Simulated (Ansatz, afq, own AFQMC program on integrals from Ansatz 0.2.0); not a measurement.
BH4⁺, triplet in 6-31G, levels against full CI

```yaml
atoms:
  - { symbol: B, position_ang: [-0.0116, 0.0117, 0.0252] }
  - { symbol: H, position_ang: [0.4608, 0.4980, 1.0825] }
  - { symbol: H, position_ang: [-0.4974, -0.4592, 1.0835] }
  - { symbol: H, position_ang: [-0.4836, 0.4831, -1.0390] }
  - { symbol: H, position_ang: [0.6451, -0.6472, -1.3976] }
```

Basis 6-31G. Only valence electrons are correlated. Ansatz 0.2.0 and our own AFQMC program on the same integrals; the CISD trial comes from CCSD amplitudes, and released means the phaseless constraint is let go. ± is one standard error of the sampling.

Determinant: UHF, the one that the program's search chose, which needn't be the lowest solution. The geometry is a point of a scan.

Full CI on the same integrals is exact in this basis and with this determinant's frozen core.

Cautions: lower spins were not checked.

The T1 diagnostic is 0.0220. The weight of the determinant in the CISD state is 0.942 and the ⟨S²⟩ of the determinant is 2.014. The size of the correlated space is 6 electrons in 16 orbitals.

```tsv
level	correlation energy (eV)
MP2	-1.3967
CCSD	-1.9669
CCSD(T)	-1.9991
```

Problem. Estimate where full CI lies against CCSD(T) on the same integrals.

Solution. 1.5 kJ/mol below CCSD(T).

Reference: full CI, correlation energy -2.015 eV. The released energy is read at 2.40 1/Eh (meV from the phaseless value at times in 1/Eh: -1.5 ± 0.6 at 0.24, -2.0 ± 0.5 at 0.51, -3.3 ± 0.4 at 0.99, -2.8 ± 0.9 at 1.62, -4.5 ± 1.0 at 2.40).

```
         level  E − E(reference) (kJ/mol)  share of correlation (%)
       CCSD(T)                        1.5                     99.22
         CCSDT                        0.1                     99.96
      CCSDT(Q)                        0.0                    100.00
        CCSDTQ                        0.0                    100.00
   ph-AFQMC/HF                  2.3 ± 1.0                     98.81
 ph-AFQMC/CISD                 0.4 ± 0.08                     99.79
released AFQMC                  0.0 ± 0.1                    100.01
```

CCSDT and higher add their correlation energy to the determinant of the CCSD(T) run, since their own runs factorise the integrals more tightly (a shift of under 2 meV). A walk keeps the symmetry of its determinant, which the program's search chose and which needn't be the lowest solution, so a lower state of the same spin and another symmetry isn't excluded. Released energies are given only where the last usable release times agree within the noise; a slower fall can still hide under it.
